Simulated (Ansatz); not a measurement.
Relaxation of C₂H₄NO (8 atoms, charge -1, multiplicity 1), to a largest force component of 0.015 eV/Å in at most 40 steps.

These are results of Ansatz 0.2.0, RKS PBE0-D4/def2-SVP, not measurements.

```xyz
8
Properties=species:S:1:pos:R:3:forces:R:3
C -0.194 0.889 0.551 0.36 -0.27 -0.09
O 1.014 0.208 0.401 0.19 -0.42 -0.24
C 1.039 -0.990 -0.401 -1.32 -0.19 -0.47
N -0.171 -1.240 -0.882 1.02 0.38 0.52
H -0.959 0.249 1.014 -0.35 -0.07 0.01
H -0.014 1.765 1.191 0.06 0.20 0.15
H -0.589 1.220 -0.420 -0.29 0.06 -0.18
H -0.126 -2.101 -1.452 0.34 0.31 0.29
```

Question: Where does it end, and by what steps?

Answer: It converged. Limits of this set-up: an anion without diffuse functions, the dipole of an ion depends on the origin. After 4 steps the energy has fallen by 0.050 eV; H8 moved furthest, 0.05 Å.

| step | energy less start (eV) | largest force component (eV/Å) | accepted |
| --- | --- | --- | --- |
| 0 | 0.0000 | 1.323 | yes |
| 1 | -0.0448 | 0.456 | yes |
| 2 | -0.0497 | 0.136 | yes |
| 3 | -0.0500 | 0.058 | yes |
| 4 | -0.0501 | 0.012 | yes |

```xyz
8
Properties=species:S:1:pos:R:3
C -0.184 0.877 0.545
O 1.020 0.188 0.390
C 1.016 -0.993 -0.410
N -0.180 -1.220 -0.871
H -0.978 0.252 1.003
H 0.007 1.757 1.190
H -0.611 1.215 -0.421
H -0.089 -2.076 -1.427
```

Whether the end is a true minimum wasn't checked by a vibrational analysis.

The run took 4.6 s on 1 thread of AMD EPYC 9R45 96-Core Processor (Zen 5) (shared host), peak memory 0.16 GiB.
